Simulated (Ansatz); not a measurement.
**Worked example: vertical ionisation energy of C4H6 (1-butyne)**

C4H6: 10 atoms, total charge 0, spin state singlet. SMILES: `C#CCC`. Geometry: relaxed at PBE0-D4/def2-TZVP.

```xyz
10

C    -0.7107    1.6802   -1.3813
C    -0.0584    0.8894   -0.7565
C     0.7054   -0.0797    0.0116
C    -0.1770   -0.9899    0.8617
H    -1.2838    2.3834   -1.9375
H     1.3081   -0.6807   -0.6773
H     1.4152    0.4560    0.6507
H     0.4358   -1.7003    1.4201
H    -0.7633   -0.4066    1.5735
H    -0.8713   -1.5518    0.2350
```

Both states at this one shape; open shells run unrestricted unless said. 1 Eh = 27.2114 eV.

| level | program | singlet C4H6 (Eh) | doublet [C4H6]+ (Eh) |
| --- | --- | --- | --- |
| BHLYP/cc-pVDZ | Ansatz | -155.869653 | -155.505850 |
| wB97M-V/cc-pVDZ | Ansatz | -155.883803 | -155.514094 |
| PBE-QIDH/cc-pVDZ, 4 core orbitals frozen | Ansatz | -155.713686 | -155.337819 |
| MP2/cc-pVDZ, 4 core orbitals frozen | Ansatz | -155.449948 | -155.068286 |

**Question.** Work out the vertical ionisation energy at each level.

**Answer.** 
1. BHLYP/cc-pVDZ: -155.505850 − (-155.869653) = 0.363803 Eh = 9.90 eV.
2. wB97M-V/cc-pVDZ: -155.514094 − (-155.883803) = 0.369709 Eh = 10.06 eV.
3. PBE-QIDH/cc-pVDZ: -155.337819 − (-155.713686) = 0.375867 Eh = 10.23 eV.
4. MP2/cc-pVDZ: -155.068286 − (-155.449948) = 0.381662 Eh = 10.39 eV.

No measured value is set beside it here; the levels span 9.90 to 10.39 eV.
